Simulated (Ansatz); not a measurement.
Results of LDA in Ansatz (plane waves, PAW) for rock-salt TiN.

Run with plane-wave cutoff 520 eV, 16×16×16 k mesh, Fermi–Dirac smearing 0.1 eV, perturbation theory, force constants from a 4×4×4 q mesh, no spin polarisation, scalar-relativistic PAW data made under PBE.

Computed at the level's own relaxed cell. Harmonic vibrational thermodynamics at fixed volume:

```json
[
 {"T (K)": "100", "S_vib (J/K per mol of atoms)": "1.90", "C_V (J/K per mol of atoms)": "5.00", "F_vib (eV/atom)": "0.0761"},
 {"T (K)": "200", "S_vib (J/K per mol of atoms)": "[?]", "C_V (J/K per mol of atoms)": "[?]", "F_vib (eV/atom)": "[?]"},
 {"T (K)": "400", "S_vib (J/K per mol of atoms)": "[?]", "C_V (J/K per mol of atoms)": "[?]", "F_vib (eV/atom)": "[?]"},
 {"T (K)": "500", "S_vib (J/K per mol of atoms)": "[?]", "C_V (J/K per mol of atoms)": "[?]", "F_vib (eV/atom)": "[?]"},
 {"T (K)": "600", "S_vib (J/K per mol of atoms)": "[?]", "C_V (J/K per mol of atoms)": "[?]", "F_vib (eV/atom)": "[?]"},
 {"T (K)": "800", "S_vib (J/K per mol of atoms)": "[?]", "C_V (J/K per mol of atoms)": "[?]", "F_vib (eV/atom)": "[?]"},
 {"T (K)": "1000", "S_vib (J/K per mol of atoms)": "[?]", "C_V (J/K per mol of atoms)": "[?]", "F_vib (eV/atom)": "[?]"}
]
```

Some entries are withheld; supply them.


- 200, S_vib (J/K per mol of atoms): 8.01
- 200, C_V (J/K per mol of atoms): 13.09
- 200, F_vib (eV/atom): 0.0711
- 400, S_vib (J/K per mol of atoms): 19.89
- 400, C_V (J/K per mol of atoms): 20.50
- 400, F_vib (eV/atom): 0.0416
- 500, S_vib (J/K per mol of atoms): 24.63
- 500, C_V (J/K per mol of atoms): 21.92
- 500, F_vib (eV/atom): 0.0185
- 600, S_vib (J/K per mol of atoms): 28.71
- 600, C_V (J/K per mol of atoms): 22.77
- 600, F_vib (eV/atom): -0.0092
- 800, S_vib (J/K per mol of atoms): 35.40
- 800, C_V (J/K per mol of atoms): 23.68
- 800, F_vib (eV/atom): -0.0759
- 1000, S_vib (J/K per mol of atoms): 40.74
- 1000, C_V (J/K per mol of atoms): 24.12
- 1000, F_vib (eV/atom): -0.1550

The crystal is taken as a harmonic solid at every temperature: melting, phase changes and thermal expansion are not seen, nor the electrons' share in a metal.

Ansatz is a first-principles code.
